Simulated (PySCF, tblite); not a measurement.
# fluoride and 5 × water

A gas-phase complex of fluoride and 5 × water; charge -1, singlet. The structure comes from a short search (6 tight-binding starts) and was relaxed by PBE0-D3(BJ)/def2-SVPD; another way of binding may lie lower. No frequency run checks that it is a minimum.

| part | name | SMILES | atoms | charge | multiplicity |
| --- | --- | --- | --- | --- | --- |
| 1 | fluoride | [F-] | 1 | -1 | 1 |
| 2 | water | O | 2–4 | 0 | 1 |
| 3 | water | O | 5–7 | 0 | 1 |
| 4 | water | O | 8–10 | 0 | 1 |
| 5 | water | O | 11–13 | 0 | 1 |
| 6 | water | O | 14–16 | 0 | 1 |

```xyz
16

F     0.182    1.184    0.050
O    -1.874   -0.474   -0.687
H    -1.375    0.263   -0.285
H    -1.338   -0.624   -1.482
O     2.711    1.484    0.215
H     1.713    1.471    0.138
H     2.871    1.331    1.149
O     0.468   -1.219    1.012
H    -0.348   -1.551    0.614
H     0.407   -0.260    0.763
O     2.620   -1.213   -0.817
H     2.851   -0.298   -0.571
H     1.919   -1.424   -0.170
O     0.439   -0.027   -2.353
H     1.198   -0.576   -2.096
H     0.362    0.572   -1.579
```
(Å; atoms numbered from 1)

| contact | kind (by geometry) | distance (Å) | angle (°) |
| --- | --- | --- | --- |
| H6···F1 | hydrogen bond | 1.560 | 170 |
| H10···F1 | hydrogen bond | 1.627 | 168 |
| H16···F1 | hydrogen bond | 1.749 | 163 |
| H3···F1 | hydrogen bond | 1.841 | 152 |
| H13···O8 | hydrogen bond | 1.883 | 161 |
| H12···O5 | hydrogen bond | 1.953 | 160 |
| H15···O11 | hydrogen bond | 2.016 | 154 |
| H4···O14 | hydrogen bond | 2.066 | 141 |

Deforming the relaxed parts to their shape here costs 3.0 kcal/mol, which the interaction energies leave out.

Interaction energies are complex less parts, with the parts frozen as they stand in it; counterpoise-corrected, in kcal/mol (PySCF).

Task: Give the interaction energy at each level run.

Result: 
| level | interaction | superposition error removed |
| --- | --- | --- |
| wB97M-D3(BJ)/def2-SVPD | -101.49 | -3.70 |
| PBE0-D3(BJ)/def2-SVPD | -104.26 | -3.99 |

Task: What holds them together? Decompose the wB97M-D3(BJ)/def2-SVPD energy: frozen parts, their antisymmetrised product, then relaxation.

Result: electrostatic -156.6, Pauli repulsion +115.6, orbital relaxation -56.8, dispersion correction -7.4 kcal/mol, which sum to the value before the counterpoise correction; the Pauli term holds the exchange-correlation of the frozen density too. Of the attraction, 71 % is electrostatic, 26 % is orbital relaxation, 3 % is dispersion correction.

The parts were also relaxed and run alone, at the levels used for the complex: shieldings by PBE0/aug-pcSseg-1; core levels by delta-SCF with SCAN, aug-pcX-2 on the ionised atom and aug-pcseg-1 elsewhere, spin-free X2C.

Task: How do these values change when the complex forms?

Result: 
```
              property   alone  in the complex  change
        O5–H6 bond (Å)   0.961           1.002  +0.041
 shielding of H6 (ppm)   30.80           22.04   -8.76
 shielding of F1 (ppm)   479.6           316.8  -162.8
shielding of H10 (ppm)   30.80           23.48   -7.32
 shielding of O5 (ppm)   324.4           299.6   -24.8
 F1 1s core level (eV)  680.05          684.95   +4.90
 O5 1s core level (eV)  539.78          534.73   -5.05
 O8 1s core level (eV)  539.78          534.35   -5.43
```

Density functionals tend to overstate the lengthening and the red shift of so strongly bound an X–H bond.
